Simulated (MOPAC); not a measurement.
MOPAC input (PM7):

```
PM7 1SCF CHARGE=1 GEO-OK AUX(PRECISION=9) THREADS=1
HN2

N    -0.00000000 1   -0.00000000 1   -0.43758825 1
N     0.00000000 1    0.00000000 1    0.64838676 1
H    -0.00000000 1   -0.00000000 1   -1.47558960 1
```

Task: What heat of formation does the run end on, and which ionisation energy by Koopmans theorem?

Result: 248.85 kcal/mol; 23.25 eV.
